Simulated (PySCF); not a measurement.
Compound: carbon tetrafluoride, CF4.
SMILES with atom numbers: `[F:1][C:2]([F:3])([F:4])[F:5]`

Structure used (GFN2-xTB), in Å, numbered top down from 1:
```
atom  x, y, z in Å
F1     0.3823    1.1140   -0.5884
C2     0.0017    0.0006   -0.0034
F3    -0.5151   -0.8103   -0.8990
F4     1.0395   -0.5749    0.5610
F5    -0.8999    0.2735    0.9127
```

The closed-shell SCF was solved with PySCF and density fitting under several settings on one GFN2-xTB geometry (grid level 2 and gas phase unless stated).

```csv
settings,basis functions,SCF cycles,E (Eh),HOMO (eV),LUMO (eV),dipole (D)
PBE0/pcSseg-1,85,11,-437.0472,-12.63,4.86,0.00
CAM-B3LYP/def2-SVPD,112,11,-437.0844,-14.40,1.24,0.00
revPBE/def2-TZVPP,155,12,-437.5404,-10.21,1.93,0.00
```

Task: Estimate the rows for these settings: (1) CAM-B3LYP/pcJ-1; (2) BP86/def2-SVP.

Result: 
```json
{"settings": "CAM-B3LYP/pcJ-1", "basis functions": "135", "SCF cycles": "12", "E (Eh)": "-437.3928", "HOMO (eV)": "-14.19", "LUMO (eV)": "6.24", "dipole (D)": "0.00"}
{"settings": "BP86/def2-SVP", "basis functions": "70", "SCF cycles": "12", "E (Eh)": "-437.1539", "HOMO (eV)": "-10.12", "LUMO (eV)": "3.89", "dipole (D)": "0.00"}
```

Task: Over all rows, what range does the HOMO–LUMO gap span?

Result: From 12.14 eV (revPBE/def2-TZVPP) to 20.43 eV (CAM-B3LYP/pcJ-1). The functional of the narrowest has no exact exchange, that of the widest range-separated exact exchange.

Task: Compare two rows with the functional CAM-B3LYP: CAM-B3LYP/pcJ-1 and CAM-B3LYP/def2-SVPD. Which energy is lower, and by how much?

Result: CAM-B3LYP/pcJ-1 (135 functions) lies 0.3084 Eh or 194 kcal/mol below CAM-B3LYP/def2-SVPD (112 functions).

Cycle counts include a coarse-grid stage where the run had one.
